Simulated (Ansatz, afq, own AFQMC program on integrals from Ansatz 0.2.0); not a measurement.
## CHB, singlet in 6-31G, levels against full CI

```xyz
3

B    -0.3625    0.0000    0.6110
C     0.3113    0.0000   -0.6889
H     0.1792    0.0000    1.6561
```

Connectivity, by distances: BH–C.

Basis 6-31G. Only valence electrons are correlated. Ansatz 0.2.0 and our own AFQMC program on the same integrals; the CISD trial comes from CCSD amplitudes, and released means the phaseless constraint is let go. Free projection: walkers drawn from exp(T), propagated without any constraint. Its projection time is finite, and what remains of the start isn't in its error. Uncertainties: one standard error, sampling alone.

Determinant: RHF, the one that the program's search chose, which needn't be the lowest solution. The geometry is a point of a scan.

Full CI on the same integrals is exact in this basis and with this determinant's frozen core.

Cautions: higher spins were not checked; restricted determinant unstable towards unrestricted (UHF 1.45 eV lower, ⟨S²⟩ 1.32); strong correlation (T1 0.101, weight of the determinant 0.75, largest double 0.16); the released energies are still falling, so no released level is given (meV from the phaseless value at times in 1/Eh: -9 ± 3 at 0.24, -14 ± 3 at 0.51, -21 ± 4 at 0.99, -32 ± 4 at 1.62, -43 ± 6 at 2.40), though the last usable value meets full CI within the noise; CCSDTQ on the UHF determinant differs (945 meV lower), perhaps since the unrestricted series falls towards higher spin.

```
T1 diagnostic                               : 0.1006
weight of the determinant in the CISD state : 0.753
size of the correlated space                : 8 electrons in 18 orbitals
```

```
  level  correlation energy (eV)
    MP2                  -3.2859
   CCSD                  -4.2548
CCSD(T)                  -4.4997
```

Question: Estimate where full CI lies against CCSD(T) on the same integrals.

Answer: 1.07 kcal/mol below CCSD(T).

Reference: full CI, correlation energy -4.546 eV. The cautions show a poor starting determinant, so the rows tell how each method copes with it here, and full CI is the sure value.

```tsv
level	E − E(reference) (kcal/mol)	share of correlation (%)
CCSD(T)	1.07	98.98
CCSDT	0.47	99.55
CCSDT(Q)	-0.42	100.40
CCSDTQ	0.03	99.97
ph-AFQMC/HF	-0.44 ± 0.53	100.42
ph-AFQMC/CISD	0.87 ± 0.10	99.17
free AFQMC	0.45 ± 0.19	99.57
```

CCSDT and higher add their correlation energy to the determinant of the CCSD(T) run, since their own runs factorise the integrals more tightly (a shift of under 2 meV). Free projections are given only where their last times agree within the noise and don't stop above the reference; a slow remainder of the start can still hide under it. A walk keeps the symmetry of its determinant, which the program's search chose and which needn't be the lowest solution, so a lower state of the same spin and another symmetry isn't excluded.
